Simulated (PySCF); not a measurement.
1-methyl-1,2,4-triazole, C3H5N3, SMILES Cn1cncn1, point group Cs.

Force field and properties: PBE0/pcSseg-1 (PySCF, grid level 2). Vibrational terms come from second-order perturbation theory with semi-diagonal cubic constants, by steps of ±0.6 along the normal coordinates of each isotopologue. The parent has the commonest isotopes.

Equilibrium geometry (Å):

| atom | x | y | z |
| --- | --- | --- | --- |
| C1 | -1.4838 | -0.8656 | -2.7264 |
| N2 | -1.3765 | -0.7742 | -1.2931 |
| C3 | -0.9330 | -1.6827 | -0.4069 |
| N4 | -0.9995 | -1.2004 | 0.8152 |
| C5 | -1.5039 | 0.0380 | 0.6106 |
| N6 | -1.7486 | 0.3425 | -0.6494 |
| H7 | -0.8734 | -0.0893 | -3.1962 |
| H8 | -1.1301 | -1.8489 | -3.0442 |
| H9 | -2.5262 | -0.7371 | -3.0313 |
| H10 | -0.5779 | -2.6651 | -0.6939 |
| H11 | -1.6985 | 0.7409 | 1.4113 |

Problem. Give the equilibrium and ground-state rotational constants (MHz) of parent; ²H at 7.

Solution. 
```csv
species,Ae,Be,Ce,A0,B0,C0,Δ0 (u Å²),harmonic ZPE (cm⁻¹)
parent,9599.2,3814.2,2777.7,9515.4,3787.6,2756.9,-3.230,19420
²H at 7,9424.9,3629,2685.6,9342.4,3603.9,2666,-4.762,18712
```

Δ0 = Ic − Ia − Ib from the ground-state constants.

Problem. How is the parent's vibrational correction B0 − Be made up?

Solution. 
```csv
axis,harmonic,Coriolis,cubic,total (MHz)
a,11.3,-35.8,-59.4,-83.8
b,3.27,-3.83,-26.1,-26.6
c,0.935,-1.4,-20.3,-20.7
```

Problem. And its quartic centrifugal distortion constants from the harmonic force field?

Solution. Asymmetric top, A reduction, Ir representation: ΔJ = 0.273 kHz, ΔJK = 1.68 kHz, ΔK = 0.99 kHz, δJ = 0.0722 kHz, δK = 0.21 kHz.

Problem. Which nuclear quadrupole couplings χaa, χbb, χcc (MHz) does the parent show, at equilibrium and averaged?

Solution. 14N at 2: 1.4, 1.8, -3.2 and 1.4, 1.8, -3.2; 14N at 4: -2.6, 0.2, 2.3 and -2.6, 0.2, 2.3; 14N at 6: 0.6, -1.4, 0.8 and 0.6, -1.4, 0.8.

A mode lies under 250 cm⁻¹, where this perturbation treatment is rough. Internal rotors are held in one well.
